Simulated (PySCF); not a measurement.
## Stretching LiP

Set-up: PySCF, spin-free X2C with a Gaussian nucleus, basis sets Li jorge-DZP-DKH, P jorge-DZP-DKH. Energies in eV from Li + P in their ground configurations at the same level. All curves are PBE0. state 1: ³Σ⁻ (triplet), unpaired electrons π ↑↑; state 2: Ms = 0 determinant of mixed spin (⟨S²⟩ near 1.0), unpaired electrons π ↑↓, a mixture of terms (⟨Lz²⟩ = 2.0), a second solution, started from another occupation; state 3: ³Π (triplet), unpaired electrons σ ↑, π ↑, a second solution, started from another occupation; state 4: Ms = 0 determinant of mixed spin (⟨S²⟩ near 1.0), unpaired electrons σ ↓, π ↑, a second solution, started from another occupation.

```csv
R (Å),state 1,state 2,state 3,state 4
2.031,-1.296,-0.977,-0.8290,-0.4780
2.126,-1.504,-1.184,-0.9354,-0.5894
2.220,-1.621,-1.299,-0.9719,-0.6316
2.291,-1.664,-1.339,-0.9651,-0.6294
2.362,-1.675,-1.349,-0.9359,-0.6050
2.433,-1.663,-1.334,-0.8891,-0.5632
2.527,-1.617,-1.285,-0.8063,-0.4873
2.645,-1.527,-1.189,-0.6796,-0.3693
2.787,-1.387,-1.041,-0.5066,-0.2069
2.976,-1.177,-0.814,-0.2597,0.0258
```

**Question.** Put a parabola through the three lowest points of the state 1 curve and estimate Re, k and ωe (reduced mass 5.72 u; 1 eV/Å² = 0.16022 mdyn/Å; ωe = 1302.8·√(k/μ) cm⁻¹).

**Answer.** Through R = 2.291, 2.362, 2.433 Å the second-order coefficient is 2.28 eV/Å², so Re ≈ 2.360 Å, k ≈ 0.731 mdyn/Å and ωe ≈ 466 cm⁻¹. A polynomial fit of higher order to the unrounded PBE0 energies gives Re = 2.358 Å, k = 0.778 mdyn/Å, ωe = 480 cm⁻¹; anharmonicity and rounding make the difference.

The higher-order fit for each curve: state 1: Re = 2.358 Å, ωe = 480 cm⁻¹, De = 1.68 eV; state 2: Re = 2.352 Å, ωe = 488 cm⁻¹, minimum 1.35 eV below the ground-state fragments; state 3: Re = 2.236 Å, ωe = 505 cm⁻¹, minimum 0.97 eV below the ground-state fragments; state 4: Re = 2.249 Å, ωe = 492 cm⁻¹, minimum 0.63 eV below the ground-state fragments.

The state is the lowest determinant that a PBE0 search found; another state may lie lower at other levels.
